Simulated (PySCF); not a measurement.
Consider formamide, `NC=O` (CH3NO). Numbering: `[NH2:1][CH:2]=[O:3]`

These are calculated values, ωB97X-D3(BJ)/ma-def2-TZVP in PySCF (grid level 2) at geometries from PBE0-D3(BJ)/def2-SVP. ωB97X-D3(BJ) is ωB97X-V with D3(BJ) in place of VV10. Thermal corrections: PBE0-D3(BJ)/def2-SVP frequencies, unscaled, ideal gas at 298.15 K and 1 bar, quasi-RRHO entropy.

Problem. What are the vertical and the adiabatic ionisation energy for forming the radical cation?

Solution. 10.37 eV vertical and 10.12 eV adiabatic, the latter with zero-point energy.

Problem. Where does the unpaired spin of the relaxed radical cation sit?

Solution. O3 (amide oxygen) 0.95 (intrinsic atomic orbital populations).

Problem. What oxidation potential follows in dichloromethane (IEF-PCM), given that Fc+/Fc comes at 4.70 V absolute with this functional and basis?

Solution. In the gas phase ΔG of oxidation is 10.108 eV, and solvation is -34.5 kJ/mol for the parent and -273.6 kJ/mol for the product, so the absolute potential is 7.63 V, or 2.93 V against Fc+/Fc. Fc+/Fc in dichloromethane, 4.70 V, is ωB97X-D3(BJ)/ma-def2-TZVP on PBE0-D3(BJ)/def2-SVP structures with GFN2-xTB thermal terms. Benchmark calculations put it near 5.0 V in acetonitrile and DMSO, so it is about 0.3 V low, and the value against it can read up to that much too high. The solvent is electrostatics only, on gas-phase structures; the absolute scale refers to an electron at rest in vacuum.

Problem. How far is −ε(HOMO) from the vertical value by ΔSCF?

Solution. −ε(HOMO) = 10.24 eV, which is 0.13 eV below the ΔSCF value.
